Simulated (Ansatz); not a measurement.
in.yaml

```yaml
crystal:
  periodic: [false, false, false]
  atoms:
    - {symbol: Ga, position_ang: [-0.000101, -0.376720, 2.227779]}
    - {symbol: Al, position_ang: [-0.001767, -0.246394, -0.406627]}
    - {symbol: P, position_ang: [0.000312, -0.398005, -2.579296]}
    - {symbol: H, position_ang: [0.001556, 1.021119, 0.758143]}
basis:
  gaussian: {orbitals: cc-pVDZ}
magnetization: {spin_polarized: true, initial_magnetization: 4}
hamiltonian: {xc: hf}
output: {orbitals: {seedname: orbitals}}
```

```sh
$ ansatz run in.yaml --threads 1 --pin off --events-out ev --progress --plain --max-ram 2393MiB
```

Output:

```
740 factors; integrals over basis functions are off by at most 1.1e-3 eV
mean field evaluation 1: about -68200.6870 eV, gradient 7.3e0 eV
mean field evaluation 2: about -68200.6927 eV, gradient 7.3e0 eV
mean field evaluation 4: about -68201.9047 eV, gradient 1.5e0 eV
mean field evaluation 8: about -68202.0159 eV, gradient 2.2e-1 eV
mean field evaluation 16: about -68201.3857 eV, gradient 2.3e0 eV
mean field evaluation 32: about -68201.0283 eV, gradient 3.9e0 eV
mean field -68202.02077888 eV, -2506.3780346339 hartree, gradient 1.5e-5 eV, S^2 6.046737; 1 other end points of the search recorded, 0 dependent functions left out
reference -68202.02077888 eV, -2506.3780346339 hartree; 32, 28 occupied and 36, 40 virtual orbitals, 740 factors
Total energy: -68202.02077888 eV, -2506.3780346339 hartree
```

Ran on 1 thread of Arm Neoverse N1, shared host: 6.5 s wall, 0.15 GiB peak host memory.
